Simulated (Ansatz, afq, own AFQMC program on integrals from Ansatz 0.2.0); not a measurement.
# SiH₃, doublet: a scan with AFQMC

```yaml
atoms:
  - { symbol: Si, position_ang: [0.0001, -0.0001, -0.0437] }
  - { symbol: H, position_ang: [1.4153, 0.0146, 0.4091] }
  - { symbol: H, position_ang: [-0.7211, 1.2200, 0.4030] }
  - { symbol: H, position_ang: [-0.6968, -1.2329, 0.4066] }
```

All coordinates are scaled about the centre. Energies in eV count from this geometry (1.000) at the same level; the start stands on UHF, each point on the determinant named.

Basis 6-31G. Noble-gas cores (and the filled d shells of Ga–Kr and In–Xe) are frozen. Integrals, coupled cluster, full CI and functionals: Ansatz 0.2.0; the random walks run on the same integrals in our own AFQMC program. ph-AFQMC/CISD is guided by a CISD state made of CCSD amplitudes; releasing the constraint for a short imaginary time cuts its bias at the price of noise, slowly where states lie close. Error bars are statistical, one sigma.

Cautions, each for one point or more: (Q) is large, so the cluster series hasn't closed; (T) is large; a spin-contaminated unrestricted determinant lies lower; cluster runs in doubt by the program's own checks; strong correlation; the next higher spin lies close; the search met a lower determinant of the same kind, perhaps of another symmetry; the search met a lower determinant of the same kind, perhaps of another symmetry, and this one is a saddle point; unrestricted determinant spin contaminated; walk and cluster series may follow different spin states.

```tsv
scale of all distances	det.	T1	weight	⟨S²⟩	CCSD(T)	ph-AFQMC/CISD	released AFQMC	FCI	CCSDT(Q)	CCSD	r2SCAN
0.871	UHF	0.007	0.96	0.75	1.676	1.677 ± 0.0006	1.678 ± 0.0004	1.679	1.679	1.672	1.533
1.132	UHF	0.010	0.93	0.75	0.476	0.473 ± 0.001	0.469 ± 0.0006	0.470	0.470	0.486	0.609
1.306	UHF	0.025	0.88	0.77	2.259	2.246 ± 0.003	2.238 ± 0.001	2.232	2.233	2.299	2.575
1.495	UHF	0.125	0.65	1.48	4.296	4.279 ± 0.004	–	4.188	4.197	4.356	4.836
1.740	UHF	0.178	0.42	2.19	6.031	6.193 ± 0.007	–	5.969	–	6.126	6.970§
2.037	ROHF	0.096	0.38	pure	6.216	7.401 ± 0.008	–	7.140	7.215	6.784	8.232§
2.390	UHF	0.028	0.84	2.69	7.727	7.700 ± 0.003	–	7.680	7.706	7.722	8.894§
```

Weight is that of the determinant in the CISD state; at the start T1 is 0.008 and the weight 0.95, and ⟨S²⟩ is 0.76. A dash marks a missing value, a released energy that hasn't settled or a functional that sits on another state. § marks a functional whose ⟨S²⟩ is too high by over 0.1. Largest departures from full CI: CCSD(T) -0.924 eV at 2.037 (on ROHF), ph-AFQMC/CISD 0.261 eV at 2.037 (on ROHF), released AFQMC 0.006 eV at 1.306 (on UHF), CCSDT(Q) 0.076 eV at 2.037 (on ROHF), CCSD -0.356 eV at 2.037 (on ROHF), r2SCAN 0.648 eV at 1.495. Functionals count only at points shown to share the start's state and spin. In this small basis the wave-function levels are far from their limit, so their gap to the functionals isn't the functionals' error.

Some points may be missing: those where a free walk finds a much lower state, and past Zn most of those on another determinant than at the start.

CCSDT and higher add their correlation energy to the determinant of the CCSD(T) run, since their own runs factorise the integrals more tightly (a shift of under 2 meV). A walk keeps the symmetry of its determinant, which the program's search chose and which needn't be the lowest solution, so a lower state of the same spin and another symmetry isn't excluded. Released energies are given only where the last usable release times agree within the noise; a slower fall can still hide under it.
